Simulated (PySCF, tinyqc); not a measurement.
Worked calculation: CCD on RHF in the sto-3g basis, frozen core, for LiH, spin multiplicity 1. The lowest restricted solution is unstable here: a spin-polarised one lies 0.0022 hartree lower (PySCF). Computed by tinyqc, a small Python program that keeps every step (integrals from PySCF). Settings: charge = 0, multiplicity = 1, basis = sto-3g, method = RHF, frozen orbitals = 1, energy threshold = 1e-10, iteration cap = 70, orthogonalisation = canonical, start = Wolfsberg-Helmholz matrix, DIIS depth = 6, amplitude equations = CCD, DIIS depth for amplitudes = 4, cap on updates = 80. Command: `OMP_NUM_THREADS=1 python tinyqc.py 20591 20592 out.jsonl` (the two numbers bound the seeds that draw the settings). One thread of a shared host (Intel(R) Xeon(R) Processor @ 2.60GHz), about 0.1 s of CPU time with the checks. The early iterations of the SCF are left out here.

## One-electron integrals

Geometry (angstrom):
```
atom,x,y,z
Li,0.00000,0.00000,0.00000
H,0.00000,0.00000,2.13900
```

Basis sto-3g: exponents (1/bohr^2) and contraction coefficients of normalised primitives:
```
element,l (shell),exponent,coefficient
Li,s (1),16.11958,0.15433
Li,s (1),2.93620,0.53533
Li,s (1),0.79465,0.44463
Li,s (2),0.63629,-0.09997
Li,s (2),0.14786,0.39951
Li,s (2),0.04809,0.70012
Li,p (3),0.63629,0.15592
Li,p (3),0.14786,0.60768
Li,p (3),0.04809,0.39196
H,s (1),3.42525,0.15433
H,s (1),0.62391,0.53533
H,s (1),0.16886,0.44463
```

Overlap, kinetic and nuclear-attraction integrals over the contracted functions; the nuclear repulsion is the sum of Za Zb / Rab.

nuclear repulsion = 0.7421840 hartree

overlap S:
```
,1Li 1s,1Li 2s,1Li 2px,1Li 2py,1Li 2pz,2H 1s
1Li 1s,1.00000,0.24114,0.00000,0.00000,0.00000,0.02005
1Li 2s,0.24114,1.00000,0.00000,0.00000,0.00000,0.26793
1Li 2px,0.00000,0.00000,1.00000,0.00000,0.00000,0.00000
1Li 2py,0.00000,0.00000,0.00000,1.00000,0.00000,0.00000
1Li 2pz,0.00000,0.00000,0.00000,0.00000,1.00000,0.38628
2H 1s,0.02005,0.26793,0.00000,0.00000,0.38628,1.00000
```

kinetic energy T (hartree):
```
,1Li 1s,1Li 2s,1Li 2px,1Li 2py,1Li 2pz,2H 1s
1Li 1s,3.57679,-0.02024,0.00000,0.00000,0.00000,-0.00759
1Li 2s,-0.02024,0.10216,0.00000,0.00000,0.00000,0.01387
1Li 2px,0.00000,0.00000,0.31968,0.00000,0.00000,0.00000
1Li 2py,0.00000,0.00000,0.00000,0.31968,0.00000,0.00000
1Li 2pz,0.00000,0.00000,0.00000,0.00000,0.31968,0.05708
2H 1s,-0.00759,0.01387,0.00000,0.00000,0.05708,0.76003
```

nuclear attraction V (hartree):
```
,1Li 1s,1Li 2s,1Li 2px,1Li 2py,1Li 2pz,2H 1s
1Li 1s,-8.23028,-1.02400,0.00000,0.00000,-0.00901,-0.08179
1Li 2s,-1.02400,-1.44374,0.00000,0.00000,-0.09116,-0.42633
1Li 2px,0.00000,0.00000,-1.41094,0.00000,0.00000,0.00000
1Li 2py,0.00000,0.00000,0.00000,-1.41094,0.00000,0.00000
1Li 2pz,-0.00901,-0.09116,0.00000,0.00000,-1.48047,-0.62135
2H 1s,-0.08179,-0.42633,0.00000,0.00000,-0.62135,-1.96867
```

core Hamiltonian H = T + V (hartree):
```
,1Li 1s,1Li 2s,1Li 2px,1Li 2py,1Li 2pz,2H 1s
1Li 1s,-4.65349,-1.04424,0.00000,0.00000,-0.00901,-0.08939
1Li 2s,-1.04424,-1.34157,0.00000,0.00000,-0.09116,-0.41246
1Li 2px,0.00000,0.00000,-1.09126,0.00000,0.00000,0.00000
1Li 2py,0.00000,0.00000,0.00000,-1.09126,0.00000,0.00000
1Li 2pz,-0.00901,-0.09116,0.00000,0.00000,-1.16079,-0.56427
2H 1s,-0.08939,-0.41246,0.00000,0.00000,-0.56427,-1.20863
```

## Two-electron integrals

Functions are numbered as in S; the eight-fold symmetry (ij|kl) = (ji|kl) = (kl|ij) leaves the list below.

Two-electron integrals (ij|kl) in chemists' order, unique and non-zero (hartree):
```
i,j,k,l,(ij|kl)
1,1,1,1,1.68040
2,1,1,1,0.26542
2,1,2,1,0.04994
2,2,1,1,0.39773
2,2,2,1,0.09286
2,2,2,2,0.29056
3,1,3,1,0.00898
3,2,3,1,0.01379
3,2,3,2,0.06418
3,3,1,1,0.39664
3,3,2,1,0.09288
3,3,2,2,0.29050
3,3,3,3,0.31295
4,1,4,1,0.00898
4,2,4,1,0.01379
4,2,4,2,0.06418
4,3,4,3,0.01687
4,4,1,1,0.39664
4,4,2,1,0.09288
4,4,2,2,0.29050
4,4,3,3,0.27921
4,4,4,4,0.31295
5,1,5,1,0.00898
5,2,5,1,0.01379
5,2,5,2,0.06418
5,3,5,3,0.01687
5,4,5,4,0.01687
5,5,1,1,0.39664
5,5,2,1,0.09288
5,5,2,2,0.29050
5,5,3,3,0.27921
5,5,4,4,0.27921
5,5,5,5,0.31295
6,1,1,1,0.02101
6,1,2,1,0.00400
6,1,2,2,0.00765
6,1,3,3,0.00756
6,1,4,4,0.00756
6,1,5,1,0.00052
6,1,5,2,0.00101
6,1,5,5,0.00784
6,1,6,1,0.00036
6,2,1,1,0.08228
6,2,2,1,0.01960
6,2,2,2,0.06942
6,2,3,3,0.06539
6,2,4,4,0.06539
6,2,5,1,0.00303
6,2,5,2,0.02186
6,2,5,5,0.07742
6,2,6,1,0.00191
6,2,6,2,0.03269
6,3,3,1,0.00118
6,3,3,2,0.00636
6,3,5,3,0.00294
6,3,6,3,0.00174
6,4,4,1,0.00118
6,4,4,2,0.00636
6,4,5,4,0.00294
6,4,6,4,0.00174
6,5,1,1,0.11242
6,5,2,1,0.02695
6,5,2,2,0.09804
6,5,3,3,0.09130
6,5,4,4,0.09130
6,5,5,1,0.00465
6,5,5,2,0.03375
6,5,5,5,0.11144
6,5,6,1,0.00269
6,5,6,2,0.04951
6,5,6,5,0.07548
6,6,1,1,0.24732
6,6,2,1,0.05960
6,6,2,2,0.23288
6,6,3,3,0.21326
6,6,4,4,0.21326
6,6,5,1,0.00894
6,6,5,2,0.08454
6,6,5,5,0.27201
6,6,6,1,0.00587
6,6,6,2,0.14410
6,6,6,5,0.22426
6,6,6,6,0.77461
```

## Orthogonalisation

S = U s U^T; canonical form X = U s^(-1/2), so that X^T S X = 1. Each column of U has its largest component positive (the first on a tie).

eigenvalues of S: 0.51241  0.80503  1.00000  1.00000  1.18253  1.50003

X:
```
,1,2,3,4,5,6
1Li 1s,0.28679,0.75979,0.00000,0.00000,0.60057,0.21072
1Li 2s,-0.65802,-0.59336,0.00000,0.00000,0.47277,0.39191
1Li 2px,0.00000,0.00000,-0.56085,0.82792,0.00000,0.00000
1Li 2py,0.00000,0.00000,0.82792,0.56085,0.00000,0.00000
1Li 2pz,-0.74422,0.49932,0.00000,0.00000,-0.46231,0.41852
2H 1s,0.93939,-0.25202,0.00000,0.00000,-0.21845,0.54176
```

Within a degenerate level the vectors are fixed only up to a rotation; this is one choice.

## Starting guess

The start is the generalised Wolfsberg-Helmholz matrix (K = 1.75) built on H; D = 2 C_occ C_occ^T.

D at the start:
```
,1Li 1s,1Li 2s,1Li 2px,1Li 2py,1Li 2pz,2H 1s
1Li 1s,1.97475,0.02857,0.00000,0.00000,-0.08799,-0.13269
1Li 2s,0.02857,0.17405,0.00000,0.00000,0.27294,0.36059
1Li 2px,0.00000,0.00000,0.00000,0.00000,0.00000,0.00000
1Li 2py,0.00000,0.00000,0.00000,0.00000,0.00000,0.00000
1Li 2pz,-0.08799,0.27294,0.00000,0.00000,0.43695,0.57838
2H 1s,-0.13269,0.36059,0.00000,0.00000,0.57838,0.76572
```

## Iteration 8 (converged): orbitals

converged F (hartree):
```
,1Li 1s,1Li 2s,1Li 2px,1Li 2py,1Li 2pz,2H 1s
1Li 1s,-2.36340,-0.64256,0.00000,0.00000,0.01411,-0.05542
1Li 2s,-0.64256,-0.20966,0.00000,0.00000,-0.06474,-0.19915
1Li 2px,0.00000,0.00000,0.16073,0.00000,0.00000,0.00000
1Li 2py,0.00000,0.00000,0.00000,0.16073,0.00000,0.00000
1Li 2pz,0.01411,-0.06474,0.00000,0.00000,0.05444,-0.19465
2H 1s,-0.05542,-0.19915,0.00000,0.00000,-0.19465,-0.08104
```

Diagonalise F' = X^T F X, C = X C', fill 2 alpha and 2 beta electrons from the bottom; D = 2 C_occ C_occ^T. Each column has its largest component positive (the first on a tie).

F' = X^T F X (hartree):
```
,1,2,3,4,5,6
1,0.33506,-0.26595,0.00000,0.00000,-0.23674,-0.11384
2,-0.26595,-0.79063,0.00000,0.00000,-1.05819,-0.37711
3,0.00000,0.00000,0.16073,0.00000,0.00000,0.00000
4,0.00000,0.00000,0.00000,0.16073,0.00000,0.00000
5,-0.23674,-1.05819,0.00000,0.00000,-1.21961,-0.53593
6,-0.11384,-0.37711,0.00000,0.00000,-0.53593,-0.46176
```

orbital energies (hartree): MO1 -2.36587, MO2 -0.23816, MO3 0.07115, MO4 0.16073, MO5 0.16073, MO6 0.39595

coefficients C:
```
,MO1,MO2,MO3,MO4,MO5,MO6
1Li 1s,0.99148,-0.14931,-0.21524,0.00000,0.00000,0.11389
1Li 2s,0.03330,0.49869,0.79906,0.00000,0.00000,-0.52333
1Li 2px,0.00000,0.00000,0.00000,0.94909,0.31499,0.00000
1Li 2py,0.00000,0.00000,0.00000,-0.31499,0.94909,0.00000
1Li 2pz,-0.00445,0.32613,-0.59138,0.00000,0.00000,-0.85788
2H 1s,-0.00147,0.59452,-0.20209,0.00000,0.00000,0.94492
```

D after iteration 8:
```
,1Li 1s,1Li 2s,1Li 2px,1Li 2py,1Li 2pz,2H 1s
1Li 1s,2.01064,-0.08288,0.00000,0.00000,-0.10622,-0.18045
1Li 2s,-0.08288,0.49961,0.00000,0.00000,0.32498,0.59287
1Li 2px,0.00000,0.00000,0.00000,0.00000,0.00000,0.00000
1Li 2py,0.00000,0.00000,0.00000,0.00000,0.00000,0.00000
1Li 2pz,-0.10622,0.32498,0.00000,0.00000,0.21276,0.38779
2H 1s,-0.18045,0.59287,0.00000,0.00000,0.38779,0.70692
```

Within a degenerate level the vectors are fixed only up to a rotation; this is one choice.

## Convergence

Stop when the energy changes by less than 1e-10 hartree and every element of the error matrix X^T (F D S - S D F) X is below 3e-06.

Course of the cycle:
```
iteration,E (hartree),change,largest element of the error matrix
1,-7.7991381,-,3.74e-02
2,-7.8096441,-1.05e-02,2.64e-02
3,-7.8143931,-4.75e-03,1.14e-02
4,-7.8152358,-8.43e-04,9.63e-04
5,-7.8152402,-4.35e-06,6.29e-05
6,-7.8152402,-8.65e-09,9.21e-06
7,-7.8152402,-5.06e-10,2.89e-06
8,-7.8152402,-2.10e-11,1.19e-07
```

PySCF RHF in the same basis = -7.8152402 hartree

Converged in 8 iterations.

## Populations, bond orders and dipole

Mulliken: Z minus the diagonal of D S on the atom; Loewdin: the same with S^(1/2) D S^(1/2); Mayer order: 2 sum_s sum (D(s) S)_ij (D(s) S)_ji over the two atoms.

Charges (e):
```
atom,Mulliken,Loewdin
1Li,0.01195,0.00982
2H,-0.01195,-0.00982
```

Mayer bond orders:
```
pair,order
2-1,0.99986
```

dipole moment about the origin, x y z (debye): 0.00000  0.00000  -5.06384

## Integrals over molecular orbitals

(pq|rs) = sum C_ip C_jq C_kr C_ls (ij|kl), one index at a time.

one-electron integrals over orbitals h = C^T H C (hartree):
```
,1,2,3,4,5,6
1,-4.64457,0.09570,0.16169,0.00000,0.00000,-0.05227
2,0.09570,-1.30883,0.01453,0.00000,0.00000,0.04163
3,0.16169,0.01453,-1.09389,0.00000,0.00000,0.02022
4,0.00000,0.00000,0.00000,-1.09126,0.00000,0.00000
5,0.00000,0.00000,0.00000,0.00000,-1.09126,0.00000
6,-0.05227,0.04163,0.02022,0.00000,0.00000,-1.01334
```

Two-electron integrals over orbitals (pq|rs), unique and non-zero (hartree); the lowest 1 orbital is frozen and left out:
```
p,q,r,s,(pq|rs)
2,2,2,2,0.45125
3,2,2,2,-0.05954
3,2,3,2,0.02146
3,3,2,2,0.21313
3,3,3,2,0.01450
3,3,3,3,0.32855
4,2,4,2,0.02122
4,3,4,2,0.02031
4,3,4,3,0.04138
4,4,2,2,0.24517
4,4,3,2,0.01360
4,4,3,3,0.27963
4,4,4,4,0.31295
5,2,5,2,0.02122
5,3,5,2,0.02031
5,3,5,3,0.04138
5,4,5,4,0.01687
5,5,2,2,0.24517
5,5,3,2,0.01360
5,5,3,3,0.27963
5,5,4,4,0.27921
5,5,5,5,0.31295
6,2,2,2,0.10808
6,2,3,2,-0.04444
6,2,3,3,-0.01856
6,2,4,4,-0.03685
6,2,5,5,-0.03685
6,2,6,2,0.13062
6,3,2,2,-0.05792
6,3,3,2,0.01749
6,3,3,3,0.03669
6,3,4,4,0.00803
6,3,5,5,0.00803
6,3,6,2,-0.03934
6,3,6,3,0.03124
6,4,4,2,-0.01845
6,4,4,3,-0.01195
6,4,6,4,0.01923
6,5,5,2,-0.01845
6,5,5,3,-0.01195
6,5,6,5,0.01923
6,6,2,2,0.42301
6,6,3,2,-0.04922
6,6,3,3,0.23870
6,6,4,4,0.25848
6,6,5,5,0.25848
6,6,6,2,0.09843
6,6,6,3,-0.04654
6,6,6,6,0.41883
```

## CCD: starting amplitudes

t_ij^ab = <ij||ab> / (e_i + e_j - e_a - e_b), whose energy is MP2.

Starting amplitudes (spin orbitals 1a, 1b, ...; amplitudes related by a flip of all spins are not repeated):
```
from,to,t
2a 2b,6a 6b,-0.10300
2a 2b,3a 6b,0.04711
2a 2b,3a 3b,-0.03469
2a 2b,4a 4b,-0.02660
2a 2b,5a 5b,-0.02660
```

correlation energy = -0.0195147 hartree

## CCD: amplitude update 1

t_ij^ab D_ij^ab are set to the remaining terms of the spin-orbital equations, evaluated with the old amplitudes; for the doubles these are <ij||ab> + 1/2 <ab||ef> t_ij^ef + 1/2 <mn||ij> t_mn^ab + P(ij)P(ab) <mb||ej> t_im^ae + terms in t^2, D the orbital-energy denominators.

Amplitudes after update 1 (spin orbitals 1a, 1b, ...; amplitudes related by a flip of all spins are not repeated):
```
from,to,t
2a 2b,6a 6b,-0.14714
2a 2b,3a 6b,0.07207
2a 2b,3a 3b,-0.04297
2a 2b,4a 4b,-0.02549
2a 2b,5a 5b,-0.02549
```

correlation energy = -0.0276300 hartree

## CCD: amplitude update 2

As before.

Amplitudes after update 2 (spin orbitals 1a, 1b, ...; amplitudes related by a flip of all spins are not repeated):
```
from,to,t
2a 2b,6a 6b,-0.16584
2a 2b,3a 6b,0.08364
2a 2b,3a 3b,-0.04919
2a 2b,4a 4b,-0.02280
2a 2b,5a 5b,-0.02280
```

correlation energy = -0.0311197 hartree

## CCD: amplitude update 3

t_ij^ab D_ij^ab are set to the remaining terms of the spin-orbital equations, evaluated with the old amplitudes; for the doubles these are <ij||ab> + 1/2 <ab||ef> t_ij^ef + 1/2 <mn||ij> t_mn^ab + P(ij)P(ab) <mb||ej> t_im^ae + terms in t^2, D the orbital-energy denominators. DIIS then mixes the stored amplitudes.

DIIS coefficients: -0.80961  1.80961

Amplitudes after update 3 (spin orbitals 1a, 1b, ...; amplitudes related by a flip of all spins are not repeated):
```
from,to,t
2a 2b,6a 6b,-0.17993
2a 2b,3a 6b,0.09362
2a 2b,3a 3b,-0.05498
2a 2b,5a 5b,-0.01980
2a 2b,4a 4b,-0.01980
```

correlation energy = -0.0338443 hartree

## CCD: convergence

E_corr = 1/4 sum <ij||ab> t_ij^ab; stop when the norm of the change is below 1e-8.

Course of the amplitude iterations:
```
update,correlation energy (hartree),norm of the change
0,-0.0195147,-
1,-0.0276300,1.14e-01
2,-0.0311197,5.18e-02
3,-0.0338443,2.34e-02
4,-0.0337850,1.43e-03
5,-0.0337984,2.76e-04
6,-0.0337952,2.86e-05
7,-0.0337953,6.77e-07
8,-0.0337953,8.43e-08
9,-0.0337953,1.19e-09
```

Converged amplitudes (spin orbitals 1a, 1b, ...; amplitudes related by a flip of all spins are not repeated):
```
from,to,t
2a 2b,6a 6b,-0.17916
2a 2b,3a 6b,0.09414
2a 2b,3a 3b,-0.05556
2a 2b,4a 4b,-0.01961
2a 2b,5a 5b,-0.01961
```

CCD total energy = -7.8490354 hartree

Converged in 9 updates, with DIIS from the third.
